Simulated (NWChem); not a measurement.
System: acetone (C3H6O); SMILES CC(C)=O

Here is an NWChem input.

```
start job
memory heap 200 mb stack 900 mb global 1100 mb
geometry units angstroms noautoz
  C     -1.291558    -0.000697    -0.615451
  C      0.000000     0.000000     0.188781
  C      1.291558     0.000697    -0.615451
  O      0.000000     0.000000     1.408729
  H     -1.335866    -0.889090    -1.279921
  H     -1.339836     0.890236    -1.276135
  H     -2.158380    -0.004575     0.069814
  H      2.158380     0.004575     0.069814
  H      1.339836    -0.890236    -1.276135
  H      1.335866     0.889090    -1.279921
end
basis spherical
  C library def2-svp
  O library def2-svp
  H library def2-svp
end
dft
  xc xwpbe 0.80 cpbe96 1.0 hfexch 1.00
  cam 0.2 cam_alpha 0.2 cam_beta 0.8
  iterations 150
  vectors input atomic output neutral.movecs
end
task dft energy
charge 1
dft
  odft
  mult 2
  vectors input atomic output cation.movecs
end
task dft energy
```

All runs use the structure optimised with PBE-D3(BJ)/def2-SVP.

Ions are spin-unrestricted doublets at the neutral geometry; other ion states weren't tried.

Task: What results follow from this input? (LRC-wPBEh/def2-SVP, vertical spin-unrestricted ions.) Quantities: vertical ionisation energy, ΔSCF (eV); −ε(HOMO) (eV).

Result: 
```yaml
vertical ionisation energy, ΔSCF (eV): 9.61
"−ε(HOMO) (eV)": 8.98
```
